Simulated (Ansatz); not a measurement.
**C₃H₂S₃: up Jacob's ladder to CCSD(T)**

How much do the methods differ for C₃H₂S₃? The plan is to run it at one geometry with functionals of several rungs and with coupled cluster. The yardstick is the atomisation energy at the CCSD(T) limit.

Program: Ansatz 0.2.0, Gaussian basis. Level of theory: functionals in def2-TZVPP, the program's frozen cores in correlated methods. These are calculated values, not measurements.

The runs, in order: LDA (SPW92), PBE-D4, revPBE-D4, BLYP-D4, r2SCAN-D4, B97M-V, PBE0-D4, B3LYP-D4, r2SCANh-D4, r2SCAN0-D4, HSE06-D4, BHLYP-D4, CAM-B3LYP-D4, LC-ωPBE, ωB97X-V, ωB97M-V, B2PLYP, PBE-QIDH; CCSD(T)/def2-SVP; CCSD(T)/def2-TZVPP; MP2/def2-QZVPP; extrapolation to the limit; RPA on PBE.

## Step 1: The geometry

An earlier PBE0-D4 in a triple-zeta def2 set relaxation fixed the geometry.

8 atoms, charge 0, spin multiplicity 1.

Atoms are counted from 1 here; the program's logs count them from 0.

Bond lengths: S1–C2 1.632 Å, C2–S3 1.738 Å, C2–S6 1.738 Å, S3–C4 1.722 Å, C4–C5 1.338 Å, C4–H7 1.082 Å, C5–S6 1.722 Å, C5–H8 1.082 Å. Angles: S1–C2–S3 124.2°, S1–C2–S6 124.2°, S3–C2–S6 111.6°, C2–S3–C4 97.7°, S3–C4–C5 116.5°, S3–C4–H7 118.6°, C5–C4–H7 124.9°, C4–C5–S6 116.5°, C4–C5–H8 124.9°, S6–C5–H8 118.6°, C2–S6–C5 97.7°.

## Step 2: LDA

This LDA is Slater exchange with PW92 correlation.

File in.yaml:

```yaml
crystal:
  periodic: [false, false, false]
  atoms:
    - {symbol: S, position_ang: [0.911024, -0.924843, 2.872631]}
    - {symbol: C, position_ang: [0.439463, -0.446111, 1.385696]}
    - {symbol: S, position_ang: [1.399390, -0.633811, -0.050562]}
    - {symbol: C, position_ang: [0.290078, 0.071778, -1.162775]}
    - {symbol: C, position_ang: [-0.866234, 0.513124, -0.653971]}
    - {symbol: S, position_ang: [-1.084792, 0.314434, 1.042556]}
    - {symbol: H, position_ang: [0.568553, 0.127902, -2.206544]}
    - {symbol: H, position_ang: [-1.657470, 0.977548, -1.227041]}
basis:
  gaussian: {orbitals: def2-TZVPP}
hamiltonian: {xc: lda}
output: {orbitals: {seedname: orbitals}}
```

Command:

```bash
$ ansatz run in.yaml --threads 4 --pin off --events-out ev --progress --plain --max-ram 10444MiB
```

The runs that follow: PBE-D4 (GGA); revPBE-D4 (GGA); BLYP-D4 (GGA); r2SCAN-D4 (meta-GGA); B97M-V (meta-GGA); PBE0-D4 (hybrid); B3LYP-D4 (hybrid); r2SCANh-D4 (hybrid); r2SCAN0-D4 (hybrid); HSE06-D4 (hybrid); BHLYP-D4 (hybrid); CAM-B3LYP-D4 (range-separated); LC-ωPBE (range-separated); ωB97X-V (range-separated); ωB97M-V (range-separated); B2PLYP (double hybrid); PBE-QIDH (double hybrid); CCSD(T) in def2-SVP; CCSD(T) in def2-TZVPP; MP2 in def2-QZVPP; RPA on PBE orbitals.

**Question.** What will the summary of the whole plan be? Wanted: atomisation energy, CCSD(T)/CBS; farthest beyond LDA; mean size of error, GGA; mean size of error, meta-GGA; mean size of error, hybrid; mean size of error, range-separated; mean size of error, double hybrid; gap, smallest and largest; T1 diagnostic.

The runs gave:

| quantity | value |
| --- | --- |
| atomisation energy, CCSD(T)/CBS | 3276.6 kJ/mol |
| functionals within 16.4 kJ/mol (0.5 %) | B3LYP-D4 |
| farthest beyond LDA | PBE-D4 (+215.4 kJ/mol) |
| mean size of error, GGA | 125.1 kJ/mol |
| mean size of error, meta-GGA | 72.8 kJ/mol |
| mean size of error, hybrid | 69.6 kJ/mol |
| mean size of error, range-separated | 23.5 kJ/mol |
| mean size of error, double hybrid | 31.3 kJ/mol |
| gap, smallest and largest | 2.72 eV (LDA (SPW92)), 8.75 eV (LC-ωPBE) |
| T1 diagnostic | 0.0177 |
| triples share of the correlation energy | 5.8 % |

**Reading.** LDA overbinds by 693.2 kJ/mol (21 %). PBE-D4 misses by +215.4 kJ/mol. Double hybrids carry the basis error of their MP2 part in triple zeta, and no dispersion term here, so their miss is partly the set-up's. Taken by rung, range-separated functionals do best (23.5 kJ/mol on average) and GGA ones worst beyond LDA (125.1 kJ/mol). The gap between the best rungs is small, so their order is not settled. Misses under about 16.4 kJ/mol are within the doubt on the reference itself, which lacks core-valence correlation, relativity and higher excitations. Hartree-Fock recovers 66 % of the binding; the rest is correlation. CCSD(T) in def2-SVP is off by -238.7 kJ/mol, more than most functionals: a good method in a small basis is no reference. Orbital gaps span 2.7 to 8.8 eV; exact exchange widens them.
